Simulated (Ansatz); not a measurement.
Input file:

```yaml
crystal:
  periodic: [false, false, false]
  atoms:
    - {symbol: Br, position_ang: [0.000000, 0.000000, -1.930667]}
    - {symbol: H, position_ang: [0.000000, 0.000000, 0.245333]}
    - {symbol: Si, position_ang: [0.000000, 0.000000, 1.685333]}
basis:
  gaussian: {orbitals: cc-pVTZ}
magnetization: {spin_polarized: false, initial_magnetization: 2}
correlation: {method: bccd_t, electrons: outside_noble_gas}
```

```sh
$ ansatz run in.yaml --threads 2 --pin off --events-out ev --progress --plain --max-ram 24576MiB --backend cuda --devices 0, --max-vram 18GiB
```

Log:

```
561 factors; integrals over basis functions are off by at most 1.2e-3 eV
mean field evaluation 1: about -77872.8227 eV, gradient 1.5e1 eV
mean field evaluation 2: about -77872.8258 eV, gradient 1.5e1 eV
mean field evaluation 4: about -77875.0241 eV, gradient 4.8e0 eV
mean field evaluation 8: about -77875.3657 eV, gradient 3.9e-1 eV
mean field evaluation 16: about -77872.8224 eV, gradient 1.5e1 eV
mean field evaluation 32: about -77874.7681 eV, gradient 1.4e-1 eV
mean field evaluation 64: about -77874.7677 eV, gradient 1.4e-1 eV
mean field evaluation 96: about -77874.7952 eV, gradient 7.5e-1 eV
mean field evaluation 128: about -77875.3603 eV, gradient 7.1e-1 eV
mean field evaluation 160: about -77875.3663 eV, gradient 1.3e-1 eV
...
mean field -77875.36686481 eV, -2861.8669464623 hartree, gradient 1.2e-6 eV, S^2 2.000000; 17 other end points of the search recorded, 0 dependent functions left out
...
determinant -77875.36686481 eV, -2861.8669464623 hartree, with singles and doubles -77882.96946180 eV, -2862.1463367484 hartree
determinant -77874.76784214 eV, -2861.8449327853 hartree, with singles and doubles -77882.28243597 eV, -2862.1210890149 hartree
determinant -77874.74373889 eV, -2861.8440470071 hartree, with singles and doubles -77882.25938013 eV, -2862.1202417282 hartree
determinant -77872.32936546 eV, -2861.7553204202 hartree, with singles and doubles -77881.18804233 eV, -2862.0808707905 hartree
determinant -77871.91882568 eV, -2861.7402333613 hartree, with singles and doubles -77879.65672920 eV, -2862.0245960708 hartree
19 core orbitals not correlated: weight in the atoms' cores, before any rotation towards them, 1.000 or more for the frozen orbitals, at most 0.000 for the correlated occupied ones
reference -77875.36686481 eV, -2861.8669464623 hartree; 7, 5 occupied and 65, 67 virtual orbitals, 561 factors
second order -6.28520349 eV of doubles, -0.15129436 eV of singles
...
cycle   2  -7.52296794 eV  change   -3.1e-3 eV  update   5.6e-3
cycle   3  -7.52319939 eV  change   -2.3e-4 eV  update   2.8e-3
cycle   4  -7.52300844 eV  change    1.9e-4 eV  update   1.9e-3
cycle   5  -7.52285845 eV  change    1.5e-4 eV  update   1.1e-3
cycle   6  -7.52257702 eV  change    2.8e-4 eV  update   4.6e-4
cycle   7  -7.52260005 eV  change   -2.3e-5 eV  update   1.4e-4
cycle   8  -7.52261485 eV  change   -1.5e-5 eV  update   6.0e-5
cycle   9  -7.52260158 eV  change    1.3e-5 eV  update   2.9e-5
cycle  10  -7.52259575 eV  change    5.8e-6 eV  update   1.6e-5
cycle  11  -7.52259719 eV  change   -1.4e-6 eV  update   8.5e-6
perturbative correction -0.26262185 eV, -0.0096511749 hartree
Total energy: -77883.15208385 eV, -2862.1530479849 hartree
```

Ran on 2 threads of AMD EPYC 7R13 with a shared H100 80 GB, shared host: 26 s wall, 0.8 GiB peak host memory.
